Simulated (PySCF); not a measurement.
**Core-level binding energies of Al(H2S)H3**

Compound: Al(H2S)H3.
Structure used (PBE0-D3(BJ)/def2-SVP), in Å, numbered top down from 1:
```
atom  x, y, z in Å
Al1    0.1265   -0.2162   -1.0861
S2     0.1409   -0.2355    1.4885
H3     0.5227    1.0456    1.6905
H4    -1.1657    0.0457    1.6923
H5     1.7169   -0.1985   -1.2464
H6    -0.6749    1.1539   -1.2940
H7    -0.6664   -1.5950   -1.2447
```

Method used: PySCF 2.14.0, delta-SCF UKS SCAN, pcX-2 on the ionised atom, pcseg-1 elsewhere, spin-free X2C. Each binding energy is the total energy of the core-ionised species, with the hole localised on one atom, minus that of the ground state; both are solved self-consistently, so orbital relaxation is included.

Question: Give the core binding energies atom by atom.

Answer: 
| atom(s) | environment | level | binding energy (eV) | count |
| --- | --- | --- | --- | --- |
| S2 | sulfur bonded to Al and 2 H | S 1s | 2479.59 | 1 |
| Al1 | aluminium bonded to S and 3 H | Al 1s | 1565.99 | 1 |

Question: Which effective nuclear charge Zeff reproduces each element's mean 1s value in the hydrogen-like formula E = 13.606 eV × Zeff²?

Answer: Al (Z = 13): mean 1566.0 eV, Zeff = 10.73, Z − Zeff = 2.27; S (Z = 16): mean 2479.6 eV, Zeff = 13.50, Z − Zeff = 2.50. Means run over the listed sites, weighted by atom count.

Question: Which photon energy gives electrons from Al 1s of Al1 a kinetic energy of 100 eV, and what is their de Broglie wavelength?

Answer: hν = 1565.99 + 100 = 1665.99 eV, recoil neglected; λ = 12.264 Å/√(E/eV) = 1.23 Å.

Not every level is listed. Isolated species at its PBE0-D3(BJ)/def2-SVP geometry, gas phase.
